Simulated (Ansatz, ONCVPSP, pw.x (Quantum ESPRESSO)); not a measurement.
pw.x on bcc Tl: one setting changed

Potential: optimised norm-conserving Vanderbilt (ONCV), ONCVPSP 4.0.1.1 (patched build), PBEsol; core [Xe] 4f14, reference 5d10 6s2 6p1; waves: 6s: rc 2.10 bohr, ncon 3, nbas 6, qcut 3.2 1/bohr, 2 projectors, debl 2.1 Ha; 6p: rc 2.95 bohr, ncon 4, nbas 7, qcut 2.3 1/bohr, 3 projectors, debl 1.65 Ha; 5d: rc 1.50 bohr, ncon 4, nbas 9, qcut 10.6 1/bohr, 2 projectors, debl 1.5 Ha; f scattering state at 0.09 Ha: rc 3.15 bohr, ncon 4, nbas 8, qcut 4 1/bohr, 1 projector; local part: polynomial inside 1.40 bohr (lpopt 4, dvloc0 4 Ha); core correction: none.

The reference run (k-mesh 12³, cutoffs 65/260 Ry, Fermi–Dirac 0.01 Ry, mixing_beta 0.4, conv_thr 1e-9, no spin) gives -0.26 GPa at 28.851 Å³/atom, where all-electron LAPW gives -0.24 GPa. This run, with its own iteration cap, changes smearing to mv.

```
&control
  calculation='scf', prefix='x', pseudo_dir='./', outdir='./tmp', tstress=.true., disk_io='none'
/
&system
  ibrav=0, nat=1, ntyp=1, ecutwfc=65, ecutrho=260, nbnd=14,
  occupations='smearing', smearing='mv', degauss=0.01
/
&electrons
  conv_thr=1e-09, mixing_beta=0.4, electron_maxstep=60
/
ATOMIC_SPECIES
Tl 1.0 Tl.UPF
CELL_PARAMETERS angstrom
  -1.93211791 1.93211791 1.93211791
  1.93211791 -1.93211791 1.93211791
  1.93211791 1.93211791 -1.93211791
ATOMIC_POSITIONS crystal
Tl 0.0000 0.0000 0.0000
K_POINTS automatic
12 12 12 0 0 0
```

```bash
pw.x < Tl.scf.in > Tl.scf.out
```

Question: How does the run end?

Answer: It converges in 8 iterations; the free energy moves by +17.9 meV/atom and the pressure by -0.17 GPa. This scheme is built to cancel the term in the square of the width that Fermi–Dirac smearing leaves in the F of a metal.

```
Message from routine setup:
     using ibrav=0 with symmetry is DISCOURAGED, use correct ibrav instead
     lattice parameter (alat)  =       6.3240  a.u.
     unit-cell volume          =     194.6962 (a.u.)^3
     number of electrons       =        13.00
     number of Kohn-Sham states=           14
     kinetic-energy cutoff     =      65.0000  Ry
     charge density cutoff     =     260.0000  Ry
     scf convergence threshold =      1.0E-09
     Exchange-correlation= PBESOL
     number of k points=    72  Marzari-Vanderbilt smearing, width (Ry)=  0.0100
     iteration #  1     ecut=    65.00 Ry     beta= 0.40
     total energy              =    -100.41598800 Ry
     estimated scf accuracy    <       0.00643040 Ry
     iteration #  2     ecut=    65.00 Ry     beta= 0.40
     total energy              =    -100.41650338 Ry
     estimated scf accuracy    <       0.00057488 Ry
     iteration #  3     ecut=    65.00 Ry     beta= 0.40
     total energy              =    -100.41658561 Ry
     estimated scf accuracy    <       0.00006643 Ry
     [... 2 iterations left out ...]
     iteration #  6     ecut=    65.00 Ry     beta= 0.40
     total energy              =    -100.41658840 Ry
     estimated scf accuracy    <       0.00000003 Ry
     iteration #  7     ecut=    65.00 Ry     beta= 0.40
     total energy              =    -100.41658840 Ry
     estimated scf accuracy    <          2.0E-09 Ry
     iteration #  8     ecut=    65.00 Ry     beta= 0.40
     the Fermi energy is    10.3760 ev
!    total energy              =    -100.41658840 Ry
     estimated scf accuracy    <          2.7E-10 Ry
     smearing contrib. (-TS)   =       0.00002919 Ry
     The total energy is F=E-TS. E is the sum of the following terms:
     one-electron contribution =     -23.90117386 Ry
     hartree contribution      =      20.89580215 Ry
     xc contribution           =     -13.18758178 Ry
     ewald contribution        =     -84.22366411 Ry
     convergence has been achieved in   8 iterations
          total   stress  (Ry/bohr**3)                   (kbar)     P=       -4.31
     Message from routine punch:
     Nothing written, as per user request (disk_io='none')
```

The run took about 23 s on one core of a shared host (Neoverse-V2, 32 threads, 247 GiB, load 9).
